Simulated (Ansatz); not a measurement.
in.yaml

```yaml
crystal:
  periodic: [false, false, false]
  atoms:
    - {symbol: Al, position_ang: [0.005209, -0.008828, 0.000018]}
    - {symbol: H, position_ang: [1.590985, 0.006223, -0.000065]}
    - {symbol: H, position_ang: [-0.955791, 1.619775, -0.003309]}
    - {symbol: H, position_ang: [-0.774643, -1.389673, 0.002891]}
basis:
  gaussian: {orbitals: aug-cc-pVDZ}
correlation: {method: fci, electrons: outside_noble_gas}
```

```sh
$ ansatz run in.yaml --threads 2 --pin off --events-out ev --progress --plain --max-ram 24576MiB --backend cuda --devices 0, --max-vram 18GiB
```

(1) Roughly how long does this take on 2 threads of AMD EPYC 7R13 with a shared H100 80 GB, shared host, and how much host memory?

```
915 factors; integrals over basis functions are off by at most 2.3e-7 eV
mean field evaluation 1: about -6628.6725 eV, gradient 8.3e0 eV
mean field evaluation 2: about -6628.6719 eV, gradient 8.3e0 eV
mean field evaluation 4: about -6629.1229 eV, gradient 2.1e-1 eV
mean field evaluation 8: about -6629.1232 eV, gradient 2.1e-4 eV
mean field -6629.12320532 eV, -243.6157844145 hartree, gradient 5.6e-7 eV, S^2 0.000000; 0 other end points of the search recorded, 0 dependent functions left out
5 core orbitals not correlated: weight in the atoms' cores, before any rotation towards them, 1.000 or more for the frozen orbitals, at most 0.000 for the correlated occupied ones
reference -6629.12320532 eV, -243.6157844145 hartree; 3, 3 occupied and 46, 46 virtual orbitals, 915 factors
state -6632.11403835 eV, -243.7256955010 hartree
Total energy: -6632.11403835 eV, -243.7256955010 hartree
```

Natural occupations: 1.9559 1.9470 1.9343 0.0436 0.0220 0.0188 0.0140 0.0088 0.0085 0.0085 0.0079 0.0063 0.0058 0.0058 0.0048 0.0016 0.0008 0.0008 0.0007 0.0007 0.0006 0.0006 0.0004 0.0004.

Results:

(1) 28 s wall and 0.86 GiB.
